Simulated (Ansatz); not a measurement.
SiO₂⁺. Charge 1, multiplicity 2. Geometry PBE0-D4/def2-TZVP.

Cartesian coordinates in Å:
```
Si 0.000 0.000 0.000
O -1.077 -0.646 -0.894
O 1.078 0.646 0.894
```

At HF/def2-TZVP the charge 1 doublet is spin-contaminated (final ⟨S²⟩ up to 1.21, 0.75 for a pure state). Another isomer (doublet) lies 0.19 eV lower at PBE0-D4/def2-TZVP; other spin states weren't run for this one.

**Question.** Estimate the α-spin orbital energies around the gap (eV) in Ansatz with HF/def2-TZVP, PBE-D4/def2-TZVP, r2SCAN-D4/def2-TZVP, PBE0-D4/def2-TZVP, CAM-B3LYP-D4/def2-TZVP.

**Answer.** 
```
orbital  HF/def2-TZVP  PBE-D4/def2-TZVP  r2SCAN-D4/def2-TZVP  PBE0-D4/def2-TZVP  CAM-B3LYP-D4/def2-TZVP
 HOMO−9       -126.30           -105.30              -107.61            -110.94                 -112.25
 HOMO−8       -126.16           -105.08              -107.37            -110.76                 -112.07
 HOMO−7        -46.47            -33.73               -35.24             -37.07                  -38.55
 HOMO−6        -45.97            -33.18               -34.71             -36.51                  -37.96
 HOMO−5        -27.39            -19.92               -20.35             -21.84                  -23.39
 HOMO−4        -26.40            -18.35               -18.95             -20.39                  -21.93
 HOMO−3        -25.92            -18.21               -18.70             -20.06                  -21.52
 HOMO−2        -24.86            -17.74               -18.41             -19.82                  -21.30
 HOMO−1        -24.43            -17.47               -17.92             -19.34                  -20.94
   HOMO        -23.89            -16.73               -17.20             -18.60                  -20.13
   LUMO         -7.24            -12.26               -11.87             -11.21                  -10.19
 LUMO+1         -4.51             -9.61                -9.09              -8.55                   -7.50
 LUMO+2         -4.39             -9.25                -8.83              -8.26                   -7.21
 LUMO+3         -0.18             -3.36                -2.40              -2.56                   -1.90
 LUMO+4          0.79             -2.69                -1.85              -1.76                   -1.14
 LUMO+5          1.81             -2.68                -1.85              -1.65                   -0.66
 β HOMO        -18.70            -16.38               -16.75             -17.52                  -18.70
 β LUMO         -8.61            -16.07               -15.75             -14.87                  -13.89
```
